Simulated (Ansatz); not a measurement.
Relaxation of H2NSSi (5 atoms, charge 0, multiplicity 2), to a largest force component of 0.02 eV/Å in at most 50 steps.

Theory: Ansatz 0.2.0, UKS r2SCANh/def2-SVP.

```xyz
5
Properties=species:S:1:pos:R:3:forces:R:3
N -1.247 -0.031 0.058 0.53 0.16 0.37
Si 0.368 0.001 -0.040 0.05 -0.34 -0.94
S 1.339 0.670 1.688 -0.21 0.73 2.01
H -1.857 -0.328 -0.689 -0.26 -0.11 -0.27
H 2.409 1.007 2.492 -0.12 -0.43 -1.18
```

Problem. Where does it end, and by what steps?

Solution. The run converged. After 8 steps the energy has fallen by 1.427 eV; H5 moved furthest, 0.66 Å.

```json
{"step": "0", "energy less start (eV)": "0.0000", "largest force component (eV/Å)": "2.015", "accepted": "yes"}
{"step": "1", "energy less start (eV)": "-0.5556", "largest force component (eV/Å)": "1.976", "accepted": "yes"}
{"step": "2", "energy less start (eV)": "-1.0686", "largest force component (eV/Å)": "1.402", "accepted": "yes"}
{"step": "3", "energy less start (eV)": "-1.3122", "largest force component (eV/Å)": "1.450", "accepted": "yes"}
{"step": "4", "energy less start (eV)": "-1.4023", "largest force component (eV/Å)": "1.018", "accepted": "yes"}
{"step": "5", "energy less start (eV)": "-1.4224", "largest force component (eV/Å)": "0.505", "accepted": "yes"}
{"step": "6", "energy less start (eV)": "-1.4258", "largest force component (eV/Å)": "0.104", "accepted": "yes"}
{"step": "7", "energy less start (eV)": "-1.4271", "largest force component (eV/Å)": "0.032", "accepted": "yes"}
{"step": "8", "energy less start (eV)": "-1.4272", "largest force component (eV/Å)": "0.016", "accepted": "yes"}
```

```xyz
5
Properties=species:S:1:pos:R:3
N -1.110 -0.038 0.024
Si 0.487 0.089 0.188
S 1.020 0.821 2.139
H -1.729 -0.334 -0.721
H 2.343 0.781 1.879
```

Time of the run: 22 s on 2 threads of AMD EPYC 7R43 64-Core Processor (Zen 3), with other jobs on the host, peak memory 0.19 GiB.
